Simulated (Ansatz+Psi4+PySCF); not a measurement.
Values are calculated unless marked as measured or tabulated.
```xyz
2

Cl    0.0000    0.0000    0.0711
H     0.0000    0.0000   -1.2089
```

Basis set: cc-pVTZ on H; cc-pV(T+d)Z on Cl (spherical functions). Correlated methods keep 5 orbitals frozen. Charge 0, multiplicity 1.

Starred EOM-CCSD(T)(a) on the restricted Hartree–Fock determinant with PySCF 2.14.0; the energies are vertical.

(1) The solver was asked for the few lowest roots only. Give the ionization energies of singlet HCl among them whose weight of singles is over 0.7.

Results:

(1)

```json
{"root": "1", "energy (eV)": "12.58", "weight of singles": "0.96"}
{"root": "2", "energy (eV)": "12.58", "weight of singles": "0.96"}
{"root": "3", "energy (eV)": "16.57", "weight of singles": "0.96"}
```

Higher main lines weren't sought.
